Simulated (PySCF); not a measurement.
# SMILES CC=C=CF, C4H5F

Geometry:
```tsv
atom	x (Å)	y (Å)	z (Å)
C1	-1.439	-0.033	0.834
C2	-0.628	0.193	-0.401
C3	0.631	-0.108	-0.538
C4	1.872	-0.458	-0.691
F5	2.901	0.363	-0.401
H6	-1.843	0.914	1.202
H7	-0.842	-0.489	1.623
H8	-2.293	-0.681	0.617
H9	-1.142	0.650	-1.246
H10	2.203	-1.421	-1.060
```

Method: TDDFT CAM-B3LYP/def2-TZVPD circular dichroism and optical rotation, one conformer, gas phase in PySCF 2.14.0. Geometry: PBE0-D3(BJ)/def2-TZVP.

No stereocentre is labelled: unless the shape is locked (an allene, a helicene, a hindered biaryl), the mirror image is equally populated and a measured rotation or CD is zero.

Problem. Draw the ECD and absorption spectra from the lowest 12 states, each a Gaussian of half-width 0.35 eV at 1/e height.

Solution. 
```csv
E (eV),λ (nm),Δε (L mol⁻¹ cm⁻¹),ε (L mol⁻¹ cm⁻¹)
4.65,267,+0.16,8.48
4.80,258,+0.46,24
4.95,250,+0.91,47.1
5.10,243,+1.24,63.9
5.25,236,+1.16,60.1
5.40,230,+0.76,39.2
5.55,223,+0.35,17.7
5.70,218,+0.14,5.94
5.85,212,+0.20,4.25
6.00,207,+0.69,17.7
6.15,202,+1.88,80.6
6.30,197,+3.46,300
6.45,192,+4.19,899
6.60,188,+2.98,2170
6.75,184,+0.49,4190
6.90,180,-1.40,6720
7.05,176,-1.71,9830
7.20,172,-1.79,14800
7.35,169,-4.26,22200
7.50,165,-9.95,29400
7.65,162,-16.78,32600
7.80,159,-21.06,31700
7.95,156,-18.64,28600
8.10,153,-8.72,23400
8.25,150,+2.72,16700
8.40,148,+8.27,10500
8.55,145,+7.06,6350
```
Δε uses R in velocity form, ε uses f in length form. Only the states computed contribute, so the short-wavelength end is incomplete.
